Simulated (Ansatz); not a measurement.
## Worked example: F–Al–GaH⁺, doublet against F–Al–GaH, triplet

Geometry (PBE0/def2-TZVP stationary point of a triplet), kept for both states (F–Al–GaH, triplet: A''; F–Al–GaH⁺, doublet: A'):

| atom | x (Å) | y (Å) | z (Å) |
| --- | --- | --- | --- |
| F | 0.0000 | -0.3153 | 2.6637 |
| Al | 0.0000 | 0.4048 | 1.1780 |
| Ga | 0.0000 | -0.0787 | -1.1444 |
| H | 0.0000 | 0.5494 | -2.5805 |

Basis cc-pVDZ; Ansatz 0.2.0. Only valence electrons are correlated (noble-gas cores and the filled d shells of p-block atoms frozen). Prefix R: restricted or restricted open-shell reference; prefix U: unrestricted. No spin–orbit coupling is included, and no scalar relativity.

Full CI isn't at hand for all of this; UCCSDT(Q) serves as the reference, and is uncertain by the last step of the cluster series or more.

```tsv
level	E(F–Al–GaH, triplet) (hartree)	E(F–Al–GaH⁺, doublet) (hartree)
UHF	-2265.173013	-2264.938513
UMP2	-2265.451064	-2265.206699
UCCSD(T)	-2265.482018	-2265.234375
PBE	-2267.171819	-2266.916864
r2SCAN	-2267.617228	-2267.357005
UCCSDT(Q)	-2265.484052	-2265.235960
```

Q: Give the vertical gap, F–Al–GaH⁺ doublet less F–Al–GaH triplet, at each level in eV (1 hartree = 27.2114 eV), and each error against UCCSDT(Q).

A: UCCSDT(Q): (-2265.235960 − (-2265.484052)) × 27.2114 = 6.751 eV (the reference)
r2SCAN: (-2267.357005 − (-2267.617228)) × 27.2114 = 7.081 eV, error 0.330 eV
PBE: (-2266.916864 − (-2267.171819)) × 27.2114 = 6.938 eV, error 0.187 eV
UCCSD(T): (-2265.234375 − (-2265.482018)) × 27.2114 = 6.739 eV, error -0.012 eV
UMP2: (-2265.206699 − (-2265.451064)) × 27.2114 = 6.650 eV, error -0.101 eV
UHF: (-2264.938513 − (-2265.173013)) × 27.2114 = 6.381 eV, error -0.370 eV

Total energies of functionals can't be set beside those of wave-function methods, since they hold the core's correlation and their own absolute errors; only the differences compare.

In so small a basis the reference is far from its limit while semilocal and hybrid functionals are nearer theirs, so the functionals' errors here hold much of the reference's basis and frozen-core error, which can add to them or hide them.

Each level lands on the state that its own search finds. T1 diagnostics of restricted CCSD: 0.027 and 0.025.
